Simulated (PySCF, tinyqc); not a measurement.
Inside a calculation. Method: CISD on RHF in the sto-3g basis, for HF, spin multiplicity 1. The lowest restricted solution is unstable here: a spin-polarised one lies 0.0332 hartree lower (PySCF). One step of it, computed by the program tinyqc.

Task: CISD: determinants and Hamiltonian. Slater-Condon rules over spin orbitals, with the nuclear repulsion added and E(HF) subtracted on the diagonal. Only determinants linked to the reference directly or through others are kept (one block of an abelian symmetry group), so some states are absent.

one-electron integrals over orbitals h = C^T H C (hartree):
```
            1          2          3          4          5          6
1  -40.382718   0.728399   0.000000   0.000000  -0.098736  -0.109952
2    0.728399  -9.114861   0.000000   0.000000   0.415279   0.615531
3    0.000000   0.000000  -8.563388   0.000000   0.000000   0.000000
4    0.000000   0.000000   0.000000  -8.563388   0.000000   0.000000
5   -0.098736   0.415279   0.000000   0.000000  -6.494118   2.418203
6   -0.109952   0.615531   0.000000   0.000000   2.418203  -5.878283
```

Two-electron integrals over orbitals (pq|rs), unique and non-zero (hartree):
```
(11|11) 5.364965    (21|11) -0.526561   (21|21) 0.081432    (22|11) 1.244169
(22|21) -0.023453   (22|22) 0.881573    (31|31) 0.029518    (32|31) 0.040379
(32|32) 0.191720    (33|11) 1.264030    (33|21) -0.015278   (33|22) 0.900690
(33|33) 0.997514    (41|41) 0.029518    (42|41) 0.040379    (42|42) 0.191720
(43|43) 0.053770    (44|11) 1.264030    (44|21) -0.015278   (44|22) 0.900690
(44|33) 0.889973    (44|44) 0.997514    (51|11) 0.075368    (51|21) -0.011447
(51|22) 0.004429    (51|33) 0.002236    (51|44) 0.002236    (51|51) 0.015979
(52|11) -0.098468   (52|21) 0.003706    (52|22) -0.044396   (52|33) -0.055418
(52|44) -0.055418   (52|51) 0.020433    (52|52) 0.123512    (53|31) -0.005251
(53|32) -0.021452   (53|53) 0.031972    (54|41) -0.005251   (54|42) -0.021452
(54|54) 0.031972    (55|11) 0.848268    (55|21) -0.008040   (55|22) 0.663192
(55|33) 0.649072    (55|44) 0.649072    (55|51) -0.001230   (55|52) -0.006625
(55|55) 0.644453    (61|11) 0.081044    (61|21) -0.012851   (61|22) 0.002767
(61|33) 0.002425    (61|44) 0.002425    (61|51) -0.013334   (61|52) -0.022323
(61|55) 0.003725    (61|61) 0.017985    (62|11) -0.118167   (62|21) 0.003311
(62|22) -0.065862   (62|33) -0.066152   (62|44) -0.066152   (62|51) -0.019905
(62|52) -0.085252   (62|55) -0.019155   (62|61) 0.019607    (62|62) 0.091316
(63|31) -0.005361   (63|32) -0.022139   (63|53) -0.024210   (63|63) 0.028110
(64|41) -0.005361   (64|42) -0.022139   (64|54) -0.024210   (64|64) 0.028110
(65|11) -0.444921   (65|21) 0.007330    (65|22) -0.263577   (65|33) -0.265983
(65|44) -0.265983   (65|51) 0.001186    (65|52) 0.067545    (65|55) -0.084283
(65|61) -0.003888   (65|62) 0.027185    (65|65) 0.253377    (66|11) 0.814840
(66|21) -0.008655   (66|22) 0.621144    (66|33) 0.608068    (66|44) 0.608068
(66|51) 0.007990    (66|52) 0.036022    (66|55) 0.630662    (66|61) -0.005934
(66|62) -0.045783   (66|65) -0.030405   (66|66) 0.651717
```

nuclear repulsion = 3.37294256 hartree

Hartree-Fock energy = -98.44746269 hartree

Give: determinants; H - E(HF) between determinants.

Result:

Occupation strings over the orbitals (2 doubly, a alpha, b beta, 0 empty; spin orbitals ordered 1a 1b 2a 2b ...): 222220 2222ab 2a222b a2222b 2222ba 2b222a b2222a 222202 2a22b2 a222b2 222022 220222 2b22a2 202222 ab2222 b222a2 ba2222 022222

H - E(HF) between determinants (hartree):
```
        222220  2222ab  2a222b  a2222b  2222ba  2b222a  b2222a  222202
222220   0.000   0.000   0.000   0.000   0.000   0.000   0.000   0.253
2222ab   0.000   0.325  -0.009  -0.012  -0.253  -0.027   0.004   0.054
2a222b   0.000  -0.009   1.143   0.028  -0.027  -0.091  -0.020  -0.068
a2222b   0.000  -0.012   0.028  25.405   0.004  -0.020  -0.018  -0.001
2222ba   0.000  -0.253  -0.027   0.004   0.325  -0.009  -0.012  -0.054
2b222a   0.000  -0.027  -0.091  -0.020  -0.009   1.143   0.028   0.068
b2222a   0.000   0.004  -0.020  -0.018  -0.012   0.028  25.405   0.001
222202   0.253   0.054  -0.068  -0.001  -0.054   0.068   0.001   0.685
2a22b2  -0.027   0.068  -0.233   0.007  -0.027   0.085   0.020   0.051
a222b2   0.004   0.001   0.007  -0.415  -0.010   0.022   0.013   0.021
222022   0.028   0.024   0.022   0.005  -0.024  -0.022  -0.005   0.032
220222   0.028   0.024   0.022   0.005  -0.024  -0.022  -0.005   0.032
2b22a2   0.027  -0.027   0.085   0.020   0.068  -0.233   0.007  -0.051
202222   0.091   0.085   0.020  -0.003  -0.085  -0.020   0.003   0.124
ab2222  -0.020  -0.020   0.003  -0.072   0.022  -0.009   0.013  -0.020
b222a2  -0.004  -0.010   0.022   0.013   0.001   0.007  -0.415  -0.021
ba2222   0.020   0.022  -0.009   0.013  -0.020   0.003  -0.072   0.020
022222   0.018   0.013   0.013  -0.087  -0.013  -0.013   0.087   0.016

        2a22b2  a222b2  222022  220222  2b22a2  202222  ab2222  b222a2
222220  -0.027   0.004   0.028   0.028   0.027   0.091  -0.020  -0.004
2222ab   0.068   0.001   0.024   0.024  -0.027   0.085  -0.020  -0.010
2a222b  -0.233   0.007   0.022   0.022   0.085   0.020   0.003   0.022
a2222b   0.007  -0.415   0.005   0.005   0.020  -0.003  -0.072   0.013
2222ba  -0.027  -0.010  -0.024  -0.024   0.068  -0.085   0.022   0.001
2b222a   0.085   0.022  -0.022  -0.022  -0.233  -0.020  -0.009   0.007
b2222a   0.020   0.013  -0.005  -0.005   0.007   0.003   0.013  -0.415
222202   0.051   0.021   0.032   0.032  -0.051   0.124  -0.020  -0.021
2a22b2   1.531   0.029   0.021   0.021  -0.124   0.089   0.004  -0.020
a222b2   0.029  25.784   0.005   0.005  -0.020  -0.004  -0.143  -0.016
222022   0.021   0.005   0.741   0.054  -0.021   0.192  -0.040  -0.005
220222   0.021   0.005   0.054   0.741  -0.021   0.192  -0.040  -0.005
2b22a2  -0.124  -0.020  -0.021  -0.021   1.531  -0.089   0.015   0.029
202222   0.089  -0.004   0.192   0.192  -0.089   2.576  -0.013   0.004
ab2222   0.004  -0.143  -0.040  -0.040   0.015  -0.013  27.007   0.011
b222a2  -0.020  -0.016  -0.005  -0.005   0.029   0.004   0.011  25.784
ba2222   0.015   0.011   0.040   0.040   0.004   0.013  -0.081  -0.143
022222   0.011  -0.056   0.030   0.030  -0.011   0.081   0.490   0.056

        ba2222  022222
222220   0.020   0.018
2222ab   0.022   0.013
2a222b  -0.009   0.013
a2222b   0.013  -0.087
2222ba  -0.020  -0.013
2b222a   0.003  -0.013
b2222a  -0.072   0.087
222202   0.020   0.016
2a22b2   0.015   0.011
a222b2   0.011  -0.056
222022   0.040   0.030
220222   0.040   0.030
2b22a2   0.004  -0.011
202222   0.013   0.081
ab2222  -0.081   0.490
b222a2  -0.143   0.056
ba2222  27.007  -0.490
022222  -0.490  55.196
```
